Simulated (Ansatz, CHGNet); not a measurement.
For hcp Zr, the machine-learned potential CHGNet 0.3.0 (trained on PBE and PBE+U data) gives:

* **lattice constant a**: 3.212 Å
* **lattice parameter c**: 5.251 Å

Problem. What does B3LYP (VWN-RPA form) in Ansatz (plane waves, PAW) give for the same quantities?

Solution. 
- lattice constant a: 3.282 Å (increases by 2.2 %)
- lattice parameter c: 5.143 Å (decreases by 2.1 %)

For comparison: lattice constant a 3.232 Å (measured, 293 K, not corrected to a static lattice; as tabulated in Wikipedia's data pages); lattice parameter c 5.148 Å (measured, 293 K, not corrected to a static lattice; as tabulated in Wikipedia's data pages).

Changes are worked out from the printed values.

Unless a cell is named, each level is at its own relaxed cell (CHGNet 0.3.0 23.45, B3LYP (VWN-RPA form) 23.99 Å³/atom).

Ansatz's density-functional and Hartree–Fock values are scalar-relativistic unless marked +SOC, with PAW data made under PBE.

Ansatz is a program for electronic structure.
